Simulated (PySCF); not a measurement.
# From one method to the next for Na2⁺

Starting from one script, swap the method and compare what comes out for Na2⁺.

The runs use PySCF 2.14.0; each script names its method and basis.

## Step 1: The starting structure

Na2⁺: 2 atoms, charge 1, spin multiplicity 2.

No contacts short enough for the rule that draws bonds.

## Step 2: The base run

Contents of input.py:

```python
from pyscf import gto, scf
from pyscf.prop.polarizability import uhf as pol

mol = gto.M(
    atom='Na 0 0 0; Na 0 0 3.737',
    basis='6-311++g**',
    charge=1,
    spin=1,
    symmetry=True,
    verbose=4,
)
mf = scf.UHF(mol)
mf.kernel()
print('polarizability (a.u.)')
print(pol.Polarizability(mf).polarizability().round(4))
mf.dip_moment()
print('orbital energies (hartree):', [e[max(0, n-3):n+3].round(4) for e, n in zip(mf.mo_energy, mol.nelec)])
```

Launch:

```sh
OMP_NUM_THREADS=1 python input.py
```

## Step 3: Gradient

Edit 1 changes step after the SCF: polarizability → gradient.

input.py, as its differences from that of step 2:

```diff
@@ -1,3 +1,2 @@
 from pyscf import gto, scf
-from pyscf.prop.polarizability import uhf as pol
 
@@ -13,4 +12,3 @@
 mf.kernel()
-print('polarizability (a.u.)')
-print(pol.Polarizability(mf).polarizability().round(4))
+mf.nuc_grad_method().kernel()
 mf.dip_moment()
```

## Step 4: Hf,lyp (UKS)

Edit 2 changes functional: none (Hartree–Fock) → hf,lyp; SCF type: UHF → UKS; step after the SCF: polarizability → analyze.

Contents of input.py:

```python
from pyscf import gto, dft

mol = gto.M(
    atom='Na 0 0 0; Na 0 0 3.737',
    basis='6-311++g**',
    charge=1,
    spin=1,
    symmetry=True,
    verbose=4,
)
mf = dft.UKS(mol, xc='hf,lyp')
mf.kernel()
mf.analyze()
print('orbital energies (hartree):', [e[max(0, n-3):n+3].round(4) for e, n in zip(mf.mo_energy, mol.nelec)])
```

## Step 5: Population analysis

Edit 3 changes step after the SCF: polarizability → analyze.

Contents of input.py:

```python
from pyscf import gto, scf

mol = gto.M(
    atom='Na 0 0 0; Na 0 0 3.737',
    basis='6-311++g**',
    charge=1,
    spin=1,
    symmetry=True,
    verbose=4,
)
mf = scf.UHF(mol)
mf.kernel()
mf.analyze()
print('orbital energies (hartree):', [e[max(0, n-3):n+3].round(4) for e, n in zip(mf.mo_energy, mol.nelec)])
```

## Step 6: CASSCF (ROHF)

Edit 4 changes step after the SCF: polarizability → casscf; SCF type: UHF → ROHF; active space: none → 1 electrons in 2 orbitals.

Contents of input.py:

```python
from pyscf import gto, scf, mcscf

mol = gto.M(
    atom='Na 0 0 0; Na 0 0 3.737',
    basis='6-311++g**',
    charge=1,
    spin=1,
    symmetry=True,
    verbose=4,
)
mf = scf.ROHF(mol)
mf.kernel()
mc = mcscf.CASSCF(mf, 2, 1)
mc.kernel()
mc.analyze()
mf.dip_moment()
print('orbital energies (hartree):', mf.mo_energy[..., max(0, mol.nelec[1]-3):mol.nelec[0]+3].round(4))
```

## Step 7: Geometry optimisation

Edit 5 changes step after the SCF: polarizability → optimize.

Contents of input.py:

```python
from pyscf import gto, scf
from pyscf.geomopt.geometric_solver import optimize

mol = gto.M(
    atom='Na 0 0 0; Na 0 0 3.737',
    basis='6-311++g**',
    charge=1,
    spin=1,
    symmetry=True,
    verbose=4,
)
mf = scf.UHF(mol)
mf.kernel()
mol_eq = optimize(mf, maxsteps=30)
print('optimised geometry (angstrom)')
print(mol_eq.tostring('raw'))
print('orbital energies (hartree):', [e[max(0, n-3):n+3].round(4) for e, n in zip(mf.mo_energy, mol.nelec)])
```

What does the calculation give? Wanted: for each run, E(SCF); from base; gap, α spin; after the SCF.

The runs gave:

| run | E(SCF) (hartree) | from base (eV) | cycles | gap, α spin (eV) | after the SCF |
| --- | --- | --- | --- | --- | --- |
| base | -323.544915 | 0 | 9 | 6.14 | n/a |
| gradient | -323.544915 | 0.0000 | 9 | 6.14 | n/a |
| hf,lyp (UKS) | -324.355358 | not comparable | 8 | 6.09 | n/a |
| population analysis | -323.544915 | 0.0000 | 9 | 6.14 | n/a |
| CASSCF (ROHF) | -323.544886 | +0.0008 | 8 | n/a | n/a |
| geometry optimisation | -323.544915 | 0.0000 | 9 | 6.14 | bond 3.696 Å, 0.000 eV |

SCF columns refer to the geometry typed in the script.

Total energies of different functionals can't be compared with each other; differences within one functional can. The dearest run is “geometry optimisation”, at 4.7 s against 1.4 s.
